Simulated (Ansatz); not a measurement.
Species: H2S, charge 1, doublet. H2S+ (parent SMILES S, doublet).
B3LYP-D3(BJ)/def2-TZVP minimum from Ansatz (a first-principles code):
```
S
H 1 1.3640
H 1 1.3640 2 93.09
```
Charge +1, spin multiplicity 2.

Hartree-Fock and MP2 correlation energies in hartree (Ansatz). Radicals and triplets start from unrestricted determinants; spin-orbit coupling is neglected. Correlated methods leave the cores frozen. No relativity.

| basis | X | E(HF) | E(corr, MP2) |
|---|---|---|---|
| cc-pV(T+d)Z | 3 | -398.37672 | -0.14972 |
| cc-pV(Q+d)Z | 4 | -398.38059 | -0.16174 |
| cc-pV(5+d)Z | 5 | -398.38136 | withheld |

Task: Fit E(corr) = E∞ + A/X³ to X = 3 and 4, predict X = 5, and compare with the run.

Result: A = (-0.14972 - (-0.16174))/(1/27 - 1/64) = 0.5614; E∞ = -0.16174 - A/64 = -0.17051; at X = 5, E∞ + A/125 = -0.16602. The run gave -0.16677, 0.75 mEh below the prediction. The same form on X = 4 and 5 gives E∞ = -0.17205, 1.54 mEh below the first estimate.
